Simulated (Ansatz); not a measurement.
Geometry optimisation, Ansatz 0.2.0, RKS PBE-D4/6-31G*.

The input (input.yaml):

```yaml
crystal:
  periodic: [false, false, false]
  atoms:
    - { symbol: C, position_ang: [1.2335, -0.3742, 0.9459] }
    - { symbol: C, position_ang: [-0.1188, -0.4761, 0.6634] }
    - { symbol: O, position_ang: [-0.70695, 0.3573, -0.2614] }
    - { symbol: "N", position_ang: [-0.96081, -1.32204, 1.25474] }
    - { symbol: C, position_ang: [-0.90766, -1.98734, 2.5105] }
    - { symbol: H, position_ang: [1.7824, 0.4369, 0.4282] }
    - { symbol: H, position_ang: [1.7209, -0.9401, 1.6715] }
    - { symbol: H, position_ang: [0.0756, 0.87832, -0.63517] }
    - { symbol: H, position_ang: [-1.94844, -1.03128, 0.95695] }
    - { symbol: H, position_ang: [-0.01258, -2.64853, 2.49071] }
    - { symbol: H, position_ang: [-0.82675, -1.27095, 3.28732] }
    - { symbol: H, position_ang: [-1.75889, -2.6212, 2.66205] }
basis:
  gaussian: { orbitals: "6-31G*" }
hamiltonian:
  xc: pbe
  dispersion: d4
relax:
  f_tol: 0.015
  max_steps: 40
```

Launched with:

```bash
$ ansatz run input.yaml --threads 1 --pin off --max-ram 2048MiB --backend cpu --events-out ev --progress --plain --runs-dir out
```

Where does it end, and by what steps?

The run converged. After 12 steps the energy has fallen by 0.517 eV; H7 moved furthest, 0.36 Å.

| step | energy less start (eV) | largest force component (eV/Å) | accepted |
| --- | --- | --- | --- |
| 0 | 0.0000 | 5.017 | yes |
| 1 | -0.3975 | 2.119 | yes |
| 2 | -0.4849 | 0.435 | yes |
| 3 | -0.5002 | 0.251 | yes |
| 4 | -0.5055 | 0.286 | yes |
| 5 | -0.5114 | 0.064 | yes |
| 6 | -0.5134 | 0.066 | yes |
| 7 | -0.5154 | 0.150 | yes |
| 8 | -0.5147 | 0.070 | no |
| 9 | -0.5167 | 0.054 | yes |
| 10 | -0.5151 | 0.152 | no |
| 11 | -0.5170 | 0.016 | yes |
| 12 | -0.5170 | 0.010 | yes |

```xyz
12
Properties=species:S:1:pos:R:3
C 1.154 -0.322 1.071
C -0.128 -0.452 0.649
O -0.664 0.228 -0.424
N -1.094 -1.297 1.175
C -0.821 -1.989 2.420
H 1.871 0.274 0.502
H 1.520 -0.841 1.956
H 0.006 0.883 -0.702
H -2.034 -0.908 1.092
H 0.037 -2.670 2.279
H -0.579 -1.308 3.264
H -1.697 -2.597 2.692
```

The run took 23 s on 1 thread of Intel(R) Xeon(R) 6975P-C (Granite Rapids), on a shared host, peak memory 0.19 GiB.
